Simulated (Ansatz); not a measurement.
Geometry optimisation, RKS PBE0-D4/def2-SVP (Ansatz 0.2.0).

Input file:

```yaml
crystal:
  periodic: [false, false, false]
  atoms:
    - { symbol: C, position_ang: [-0.29449, -0.52461, 0.91549] }
    - { symbol: C, position_ang: [1.03579, -0.12437, 0.33719] }
    - { symbol: "N", position_ang: [-0.13546, 0.11984, -0.23066] }
    - { symbol: H, position_ang: [-0.60583, 0.52913, -1.02201] }
basis:
  gaussian: { orbitals: def2-SVP }
hamiltonian:
  xc: pbe0
  dispersion: d4
relax:
  f_tol: 0.02
  max_steps: 50
```

Run as:

```bash
$ ansatz run input.yaml --threads 1 --pin off --max-ram 2048MiB --backend cpu --events-out ev --progress --plain --runs-dir out
```

Q: Where does it end, and by what steps?

A: The forces met the threshold. After 3 steps the energy has fallen by 0.009 eV; H4 moved furthest, 0.01 Å.

```tsv
step	energy less start (eV)	largest force component (eV/Å)	accepted
0	0.0000	0.661	yes
1	-0.0080	0.204	yes
2	-0.0090	0.041	yes
3	-0.0090	0.013	yes
```

```xyz
4
Properties=species:S:1:pos:R:3
C -0.297 -0.527 0.920
C 1.041 -0.124 0.337
N -0.133 0.117 -0.225
H -0.611 0.535 -1.032
```

Whether the end is a true minimum wasn't checked by a vibrational analysis.

Run time: 2.2 s on 1 CPU thread of a shared host.
